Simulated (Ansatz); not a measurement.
We consider SrBiO2Cl (Cmcm, No. 63; cell taken from a computed entry), described by HSE06 (Ansatz, a program for electronic structure, plane waves, PAW).

Numerical settings: plane-wave cutoff 460 eV, 4×4×4 k mesh, Fermi–Dirac smearing 0.01 eV, scalar-relativistic PAW data made under PBE.

Cell (relaxed with PBEsol):

```yaml
crystal:
  lattice:
    - [2.84466, -6.14688, 0.00000]
    - [2.84466, 6.14688, 0.00000]
    - [0.00000, 0.00000, 5.58842]
  atoms:
    - { symbol: Sr, position: [0.89020, 0.10980, 0.75000] }
    - { symbol: Sr, position: [0.10980, 0.89020, 0.25000] }
    - { symbol: Bi, position: [0.41648, 0.58352, 0.25000] }
    - { symbol: Bi, position: [0.58352, 0.41648, 0.75000] }
    - { symbol: Cl, position: [0.75573, 0.24427, 0.25000] }
    - { symbol: Cl, position: [0.24427, 0.75573, 0.75000] }
    - { symbol: O, position: [0.73561, 0.73561, 0.00000] }
    - { symbol: O, position: [0.26439, 0.26439, 0.00000] }
    - { symbol: O, position: [0.26439, 0.26439, 0.50000] }
    - { symbol: O, position: [0.73561, 0.73561, 0.50000] }
```

### Question
What does this level give for the band gap, smallest direct gap on the k points sampled and direct gap at Γ?

### Answer

- band gap = 4.53 eV
- smallest direct gap on the k points sampled = 4.67 eV
- direct gap at Γ = 5.40 eV

Note: cell and atoms aren't relaxed at this level (pressure 0.6 GPa); this cell isn't known to be the ambient phase, and symmetry holds it in the calculation.

Spin–orbit coupling is not included; with these elements it can move the gap by several tenths of an eV or more.
